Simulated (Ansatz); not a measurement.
## How far each method lies from UCCSDT(Q) for H2Si–Si⁺, doublet

Geometry: that of the H2Si–Si, singlet, kept fixed.

```csv
atom,x (Å),y (Å),z (Å)
Si,0.0000,0.0000,1.0300
Si,0.0000,0.0000,-1.1633
H,0.0000,1.2361,1.8580
H,0.0000,-1.2361,1.8580
```

Basis cc-pVTZ; Ansatz 0.2.0. Correlated methods freeze the noble-gas cores, which leaves 9 electrons in 86 orbitals. R marks a restricted (for open shells ROHF) determinant, U an unrestricted one. Active spaces: valence = (9e, 10o) chosen from the atoms' valence shells.

Full CI isn't at hand for all of this; UCCSDT(Q) serves as the reference, and is uncertain by about the last step of the cluster series. The frozen core follows each run's orbitals, which can shift R against U totals by a few meV.

HF rows are the lowest solutions found. Coupled cluster chose its determinant by trial CCSD, here up to 0.04 eV above the lowest Hartree–Fock solution of its kind, and MP2 stands on that determinant too.

The UHF ⟨S²⟩ is 1.038. The ⟨S²⟩ of the determinant under UCCSD is 0.763 and the T1 diagnostic (RCCSD) is 0.0211. The largest doubles amplitude (RCCSD) is 0.081 and the T1 diagnostic (UCCSD) is 0.0196.

```
   level  E − E(RHF) (eV)
    RMP2          -4.6637
    UMP2          -4.6465
   RCCSD          -5.7114
   UCCSD          -5.7148
RCCSD(T)          -5.9315
UCCSD(T)          -5.9312
```

Task: Estimate how far UCCSDT(Q) in cc-pVTZ lies from RCCSD(T). The table doesn't fix it; the size of (T) and the diagnostics are the guide.

Result: UCCSDT(Q) in cc-pVTZ lies 5.3 kJ/mol below RCCSD(T), which is 25 % of the (T) step (-21.2 kJ/mol). The diagnostics are small and the rest is a small part of (T), but (T) is large here. The miss exceeds 1 kcal/mol.

The other levels:

| level | E − E(UCCSDT(Q)) (kJ/mol) | share of correlation (%) | wall time |
| --- | --- | --- | --- |
| BCCD(T) | 5.2 | 99.10 | 11 s (H100) |
| RCCSDT | 1.1 | 99.80 | – |
| UCCSDT | 1.1 | 99.81 | – |
| RCCSDT(Q) | 0.1 | 99.99 | 17 s (H100) |
| CASSCF (valence space) | 368.0 | 36.29 | – |
| NEVPT2 (valence space) | 104.2 | 81.97 | 7.5 s (H100) |
| MRCISD (valence space) | 30.5 | 94.72 | – |
| MRCISD+Q (valence space) | 5.1 | 99.12 | 13 s (H100) |

The correlation energy at UCCSDT(Q), counted from RHF, is -5.986 eV. That run took 20 s on 2 threads of AMD EPYC 7R13 with a shared H100 80 GB, shared host.

Run but not shown, since their state or frozen core can't be matched to the reference's or they repeat it: UHF.

Times hold each run's SCF and search for its determinant on a shared host, so for small cases they say little of a method's own cost.

Natural occupations of CASSCF (valence space) about the gap: 1.985 1.977 1.971 1.893 0.997 0.067 0.036 0.033 0.022 0.018; effectively unpaired electrons, Σ n²(2−n)², 1.08.
